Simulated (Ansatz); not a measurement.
Elastic constant C12 (GPa) of 34 elemental solids other than molecular ones, computed with PBE (plane waves, PAW; Ansatz, a quantum-chemistry and plane-wave program) and with r²SCAN (Ansatz, PAW). The set holds measured phases with no doubt noted on the run or the magnetic state but for the caveats below. 7 more of the class have both values but aren't in it, for one of these reasons: built or high-temperature cells, doubts on the run or the magnetic state, unlike cells, values of zero, layered or molecular crystals. Solids without a value at one level (not run, failed, or a magnetic order lost), or held back for tests, aren't counted.

Every twentieth of the way through the set, in order of the shift (worked out from unrounded values):

| solid | PBE | r²SCAN | shift (%) |
|---|---|---|---|
| hcp Be | 21.2 | 18.6 | -12.2 |
| bcc Cs | 1.85 | 1.67 | -10.0 |
| bcc Rb | 2.63 | 2.44 | -7.2 |
| bcc K | 3.42 | 3.21 | -6.3 |
| bcc Na | 7.22 | 7.10 | -1.7 |
| hcp Zr | 65.0 | 65.1 | +0.2 |
| fcc Ca | 14.9 | 15.5 | +4.3 |
| hcp Cd | 38.4 | 41.3 | +7.6 |
| hcp Ti | 82.7 | 89.1 | +7.7 |
| hcp Os | 220 | 237 | +8.0 |
| diamond-structure Si | 56.7 | 61.6 | +8.5 |
| hcp Ru | 181 | 198 | +9.3 |
| fcc Au | 131 | 144 | +10.3 |
| hcp Tc | 219 | 242 | +10.4 |
| fcc Rh | 179 | 199 | +11.1 |
| fcc Al | 64.6 | 73.3 | +13.4 |
| hcp Sc | 37.7 | 42.9 | +13.6 |
| fcc Pb | 35.7 | 40.9 | +14.8 |
| hcp Y | 25.0 | 29.1 | +16.5 |
| fcc Cu | 123 | 143 | +16.6 |
| hcp Tl | 24.4 | 30.0 | +23 |

The shift from PBE to r²SCAN has a median of +8.6 %, and eight in ten lie between -7.1 % and +16.2 %; r²SCAN is the larger in 26 of 34. Each level is at its own cell, so the shift holds the change of volume too.

Ansatz's runs of these crystals have no spin polarisation. Meta-GGA and hybrid levels favour moments, which can bear on fcc Pd, hcp Sc, fcc Pt, hcp Ti, hcp Y, fcc Rh.

Spin–orbit coupling is left out, also for the solids with elements from indium on (body-centred tetragonal In, fcc Pt, hcp Os, bcc Ba, double-hcp La, hcp Tl, fcc Ir, hcp Re, bcc Cs, fcc Pb and 1 more); its size isn't shown.

Each level is taken at its own relaxed cell. Ansatz's density-functional and Hartree–Fock values are scalar-relativistic unless marked +SOC, with PAW data made under PBE.
